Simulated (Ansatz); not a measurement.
# One shape, several levels: Si2 (disilicon)

Wanted: a comparison of 6 runs (UHF/3-21G, UCAM-B3LYP/3-21G, UHSE06/6-31G, UMP2/3-21G, UCCSDT/3-21G, UCCSD(T)/6-31G) of Si2 (disilicon). 

Program for the calculation: Ansatz 0.2.0.

65 further runs of the same task are left out: 32 that didn't finish, 33 set aside as unsound or not needed.

## Step 1: The structure to begin with

Si2: 2 atoms, total charge 0, spin state triplet. SMILES: `[Si]=[Si]`. The Si2–Si1 distance was set to 3.261 Å, away from the relaxed value.

Bond lengths: Si1–Si2 3.261 Å.

## Step 2: A single-point energy at UHF/3-21G (run 1)

run.yaml

```yaml
crystal:
  periodic: [false, false, false]
  atoms:
    - {symbol: Si, position_ang: [0.000000, 0.000000, -1.087090]}
    - {symbol: Si, position_ang: [0.000000, 0.000000, 2.174210]}
basis:
  gaussian:
    orbitals: 3-21G.json
magnetization:
  spin_polarized: true
  initial_magnetization: 2
hamiltonian:
  xc: hf
accuracy: high
```

The basis set 3-21G is read from a file made from the Basis Set Exchange's data (not shown).

Command:

```bash
$ ansatz run run.yaml --threads 1 --pin off --max-ram 2610MiB --events-out events.jsonl --progress --plain --runs-dir runs
```

The log of the run:

```text
Warning: RAYON_NUM_THREADS=1 ignored (pool sized by the plan → 1); use --threads N
Functional definition: HF
  name "HF"
  exchange = exact_x
  correlation = 0
528 factors; integrals over basis functions are off by at most 3.9e-9 eV
mean field evaluation 1: about -15636.4523 eV, gradient 2.7e0 eV
mean field evaluation 2: about -15636.4547 eV, gradient 2.7e0 eV
mean field evaluation 4: about -15636.5757 eV, gradient 1.6e-1 eV
mean field evaluation 8: about -15636.5762 eV, gradient 9.1e-3 eV
mean field evaluation 16: about -15636.5761 eV, gradient 1.4e-4 eV
mean field evaluation 32: about -15637.8502 eV, gradient 1.1e-8 eV
mean field evaluation 64: about -15636.8065 eV, gradient 1.4e0 eV
mean field evaluation 96: about -15637.9335 eV, gradient 2.2e-1 eV
mean field evaluation 128: about -15637.3266 eV, gradient 2.4e0 eV
mean field evaluation 160: about -15637.4272 eV, gradient 1.3e-1 eV
mean field evaluation 192: about -15637.6482 eV, gradient 1.1e0 eV
mean field evaluation 224: about -15637.6979 eV, gradient 2.9e-1 eV
mean field evaluation 256: about -15635.7802 eV, gradient 4.5e-1 eV
mean field evaluation 288: about -15637.7974 eV, gradient 3.3e-1 eV
mean field evaluation 320: about -15634.9660 eV, gradient 7.4e0 eV
mean field -15638.02495275 eV, -574.6868171795 hartree, gradient 9.8e-8 eV, S^2 2.977723; 14 other end points of the search recorded, 0 dependent functions left out
reference -15638.02495275 eV, -574.6868171795 hartree; 15, 13 occupied and 11, 13 virtual orbitals, 528 factors
Total energy: -15638.02495275 eV, -574.6868171795 hartree
```

Run time: 1.3 s. Hardware: 1 thread of Arm Neoverse V1, shared host.

## Step 3: The energy at UCAM-B3LYP/3-21G (run 2)

job.yaml

```yaml
crystal:
  periodic: [false, false, false]
  atoms:
    - {symbol: Si, position_ang: [0.000000, 0.000000, -1.087090]}
    - {symbol: Si, position_ang: [0.000000, 0.000000, 2.174210]}
basis:
  gaussian:
    orbitals: 3-21G.json
magnetization:
  spin_polarized: true
  initial_magnetization: 2
accuracy: high
hamiltonian:
  xc: {name: CAM-B3LYP}
```

The basis set 3-21G is read from a file made from the Basis Set Exchange's data (not shown).

Command:

```bash
$ ansatz run job.yaml --threads 1 --pin off --max-ram 2610MiB --events-out events.jsonl --progress --plain --runs-dir runs
```

The log of the run (excerpt; [...] marks lines left out):

```text
Warning: RAYON_NUM_THREADS=1 ignored (pool sized by the plan → 1); use --threads N
Functional definition: CAM-B3LYP
  name "CAM-B3LYP"
[...]
528 factors; integrals over basis functions are off by at most 3.9e-9 eV
197 factors; integrals over basis functions are off by at most 2.1e-9 eV
[...]
mean field -15666.31319788 eV, -575.7263910135 hartree, gradient 2.3e-8 eV, S^2 2.000451; 6 other end points of the search recorded, 0 dependent functions left out
reference -15666.31321167 eV, -575.7263915205 hartree; 15, 13 occupied and 11, 13 virtual orbitals, 528 factors
Total energy: -15666.31321167 eV, -575.7263915205 hartree
```

It took 6 s on 1 thread of Arm Neoverse V1, shared host; peak memory 0.12 GiB.

Runs 3 to 5 aren't shown in full; the table further down has their settings and results.

## Step 4: The energy at UCCSD(T)/6-31G (run 6)

in.yaml

```yaml
crystal:
  periodic: [false, false, false]
  atoms:
    - {symbol: Si, position_ang: [0.000000, 0.000000, -1.087090]}
    - {symbol: Si, position_ang: [0.000000, 0.000000, 2.174210]}
basis:
  gaussian: {orbitals: 6-31G}
magnetization: {spin_polarized: true, initial_magnetization: 2}
correlation: {method: ccsd_t, frozen_orbitals: {Si: 5}}
accuracy: high
scf: {omitted_lower_state_checks: [cluster_reference, increment]}
```

Command:

```bash
$ ansatz run in.yaml --threads 1 --pin off --max-ram 2610MiB --events-out events.jsonl --progress --plain --runs-dir runs
```

The log of the run:

```text
Warning: RAYON_NUM_THREADS=1 ignored (pool sized by the plan → 1); use --threads N
[... 32 lines left out ...]
10 core orbitals not correlated: weight in the atoms' cores, before any rotation towards them, 1.000 or more for the frozen orbitals, at most 0.000 for the correlated occupied ones
[... 65 lines left out ...]
Total energy: -15720.66689605 eV, -577.7238525791 hartree
Checks for a lower state left out: cluster_reference, increment
```

Run time: 4.8 s. Hardware: 1 thread of Arm Neoverse V1, shared host.

## Step 5: The series

```tsv
run	level	frozen core orbitals	energy (Eh)	⟨S²⟩	wall time
1	UHF/3-21G	–	-574.686817	2.978	1.3 s
2	UCAM-B3LYP/3-21G	–	-575.726392	2.000	6 s
3	UHSE06/6-31G	–	-578.476185	2.001	15 s
4	UMP2/3-21G	10	-574.724788	2.978	3 s
5	UCCSDT/3-21G	10	-574.763634	2.978	5.7 s
6	UCCSD(T)/6-31G	10	-577.723853	2.978	4.8 s
```

## Step 6: Summary of results

```
                                           quantity          value
                                run 6: total energy  -577.72385 Eh
run 6: correlation energy (10 core orbitals frozen)      -71.7 mEh
                              run 6: (T) correction      -3.81 mEh
           run 6: ⟨S²⟩ of the reference determinant          2.978
                               run 6: T1 diagnostic          0.093
```

What this shows: Below the UHF energy at the same shape and in the same basis (3-21G): UMP2 -38.0 mEh; UCCSDT -76.8 mEh. Totals of different functionals can't be ranked against each other. Spin contamination of the reference: run 6 ⟨S²⟩ = 2.98, run 1 ⟨S²⟩ = 2.98, run 4 ⟨S²⟩ = 2.98, run 5 ⟨S²⟩ = 2.98. Where it is this large, the reference is a mixture of spin states, and values that rest on it are in doubt. All runs together took 36 s, the longest 15 s.
